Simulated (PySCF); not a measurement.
Gas-phase reaction: H2S2 ⇌ 2 SH

Method: PySCF energies plus ideal-gas RRHO corrections (1 bar). † marks an energy on the PBE0/def2-TZVP geometry and frequencies; other levels use their own. MP2 and CCSD(T) freeze the core. Open shells (unrestricted): SH (multiplicity 2, electronic degeneracy 4); the rest are closed-shell singlets. Spin-orbit splitting is ignored; it lowers the true energy and changes the entropy of SH. B3LYP is the form with VWN-RPA correlation. No R ln 2 is added for the mirror-image form of H2S2. MP2 isn't extrapolated to the basis-set limit; its ΔH°(298 K) is 221.8 kJ in def2-SVP and 270.6 kJ in def2-TZVPP. CCSD(T) isn't extrapolated to the basis-set limit; its ΔH°(298 K) is 211.5 kJ in def2-SVP and 250.0 kJ in def2-TZVPP. The harmonic model lacks anharmonicity and excited electronic states, which grow with temperature; levels with a mode under 35 cm⁻¹ are left out. Internal rotation in H2S2 is treated as a harmonic vibration of one conformer, which makes the entropy rough.

ΔH° and ΔS° at 298 K: B3LYP/def2-TZVP† 249 kJ, 145 J/K; CCSD(T)/def2-SVP† 211 kJ, 145 J/K; CCSD(T)/def2-TZVPP† 250 kJ, 145 J/K; M06-2X/def2-TZVP† 272 kJ, 145 J/K; MP2/def2-SVP† 222 kJ, 145 J/K; PBE/def2-SVP 270 kJ, 143 J/K.

### Question
With the heat capacities included, give log10 K (1 bar) at 500, 1000, 1600, 2000, 2500 K from B3LYP/def2-TZVP†, CCSD(T)/def2-SVP†, CCSD(T)/def2-TZVPP†, M06-2X/def2-TZVP†, MP2/def2-SVP†, PBE/def2-SVP.

### Answer
| T (K) | B3LYP/def2-TZVP† | CCSD(T)/def2-SVP† | CCSD(T)/def2-TZVPP† | M06-2X/def2-TZVP† | MP2/def2-SVP† | PBE/def2-SVP |
|---|---|---|---|---|---|---|
| 500 | -18.4 | -14.5 | -18.5 | -20.8 | -15.6 | -20.7 |
| 1000 | -5.4 | -3.4 | -5.4 | -6.6 | -4.0 | -6.6 |
| 1600 | -0.5 | 0.7 | -0.6 | -1.3 | 0.3 | -1.3 |
| 2000 | 1.0 | 2.0 | 1.0 | 0.4 | 1.8 | 0.4 |
| 2500 | 2.3 | 3.1 | 2.3 | 1.8 | 2.9 | 1.7 |
